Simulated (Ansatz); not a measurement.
C3H8O2, SMILES CCOCO, a geometry optimisation

Computed with Ansatz 0.2.0, Python API.

Run as a notebook:

**Cell 1**
```python
import warnings

import ansatz as az
import numpy as np
import pandas as pd
```

**Cell 2**
```python
GEOMETRY = """
C    -1.28350    0.62220    0.92850
C     0.16890    0.61910    0.71520
O     0.57590   -0.69710    0.38680
C     0.56830   -1.00370   -0.97840
O     1.48680   -0.33700   -1.73160
H    -1.64600    1.67380    1.25610
H    -1.83860    0.44030   -0.00660
H    -1.60530   -0.05940    1.65070
H     0.66480    0.91820    1.69790
H     0.49690    1.34320   -0.02100
H    -0.50500   -0.76240   -1.34740
H     0.66310   -2.08310   -1.08320
H     2.27410   -0.70870   -1.45220
"""
```

**Cell 3**
```python
warnings.simplefilter("ignore", az.DeckWarning)
```

**Cell 4**
```python
mol = az.Crystal.molecule()
for line in GEOMETRY.strip().splitlines():
    symbol, *xyz = line.split()
    mol = mol.atom(symbol, [float(v) for v in xyz])

calc = (
    mol.calculation()
    .basis(gaussian="def2-SVP")
    .functional("r2SCAN")
)
symbols = [site.symbol for site in mol.cartesian_sites]
start = np.array([site.position_ang for site in mol.cartesian_sites], dtype=float)
def progress(event):
    if event["event"] == "relax_step":
        row = event["data"]
        print(f"step {row['step']:3d}  E = {row['lagrangian_ev']:.6f} eV  max force {row['allowed_force_max_ev_ang']:.4f} eV/A")
```

**Cell 5**
```python
rep = calc.relax(force_tolerance=0.01).session().plan().execute(on_event=progress).report
end = np.array(rep["positions_ang"])
```
Output:
```text
step   1  E = -7325.114445 eV  max force 3.5150 eV/A
step   2  E = -7325.522653 eV  max force 1.2443 eV/A
step   3  E = -7325.575060 eV  max force 0.2169 eV/A
step   4  E = -7325.577130 eV  max force 0.0773 eV/A
step   5  E = -7325.577407 eV  max force 0.0249 eV/A
step   6  E = -7325.577455 eV  max force 0.0071 eV/A
```

**Cell 6**
```python
print(f"E = {rep['free_energy_ev']:.6f} eV = {rep['free_energy_ev'] / 27.211386246:.7f} Ha")
print("converged:", rep["converged"], " doubts:", rep["published_state_doubts"] or "none")
```
Output:
```text
E = -7325.577465 eV = -269.2100064 Ha
converged: True  doubts: none
```

**Cell 7**
```python
print("bond        before    after (A)")
for i, j in [(0, 1), (0, 5), (0, 6), (0, 7), (1, 2), (1, 8), (1, 9), (2, 3), (3, 4), (3, 10), (3, 11), (4, 12)]:
    d0, d1 = (np.linalg.norm(xyz[i] - xyz[j]) for xyz in (start, end))
    print(f"{symbols[i]}{i}-{symbols[j]}{j}".ljust(10), f"{d0:8.4f} {d1:8.4f}")
```
Output:
```text
bond        before    after (A)
C0-C1        1.4680   1.5187
C0-H5        1.1596   1.1017
C0-H6        1.1026   1.1016
C0-H7        1.0439   1.1009
C1-O2        1.4163   1.4255
C1-H8        1.1406   1.1022
C1-H9        1.0835   1.1056
O2-C3        1.3992   1.3977
C3-O4        1.3621   1.3992
C3-H10       1.1603   1.1069
C3-H11       1.0886   1.1064
O4-H12       0.9144   0.9682
```

**Cell 8**
```python
charges = rep["charge_distribution"]
table = pd.DataFrame({"atom": symbols, "mulliken": charges["mulliken_charges_e"], "lowdin": charges["lowdin_charges_e"]})
print(table.round(3).to_string())
print("dipole (e A):", np.round(charges["dipole_moment_e_ang"], 4) + 0.0)
with open("c3h8o2_opt.xyz", "w") as handle:
    handle.write(f"{len(symbols)}\nrelaxed C3H8O2\n")
    handle.writelines(f"{s:2s} {x:11.6f} {y:11.6f} {z:11.6f}\n" for s, (x, y, z) in zip(symbols, end))
```
Output:
```text
   atom  mulliken  lowdin
0     C    -0.089  -0.011
1     C     0.119   0.023
2     O    -0.419   0.005
3     C     0.339   0.015
4     O    -0.336   0.078
5     H     0.039   0.011
6     H     0.037  -0.001
7     H     0.048   0.006
8     H     0.033  -0.011
9     H     0.030  -0.019
10    H     0.004  -0.040
11    H     0.021  -0.035
12    H     0.174  -0.021
dipole (e A): [0.013  0.0136 0.0774]
```

File `c3h8o2_opt.xyz` afterwards:
```text
13
relaxed C3H8O2
C    -1.330000    0.673822    0.940627
C     0.169311    0.589157    0.714199
O     0.585084   -0.733424    0.382478
C     0.522237   -1.023033   -0.983403
O     1.476092   -0.330445   -1.737216
H    -1.617885    1.692385    1.246172
H    -1.894002    0.429449    0.026457
H    -1.639931   -0.027029    1.731042
H     0.709812    0.855599    1.637044
H     0.499476    1.290679   -0.073945
H    -0.454793   -0.744878   -1.423143
H     0.650326   -2.119920   -1.050476
H     2.344674   -0.586960   -1.395037
```

What to keep in mind:
- Total energies depend on the basis set; only differences at equal settings carry meaning.
- The end point is the stationary point reached from this start; no frequency run checks that it is a minimum, and the basis set is modest.
- The Löwdin charges here are taken after orthogonalising the functions within each atom; they differ from plain Löwdin charges, and their signs can be unphysical.
- Hardware and time: 36 s on 1 thread of Arm Neoverse V2 (shared host), peak memory 0.27 GiB.

(Lines on the test bed's own set-up are left out of the output.)
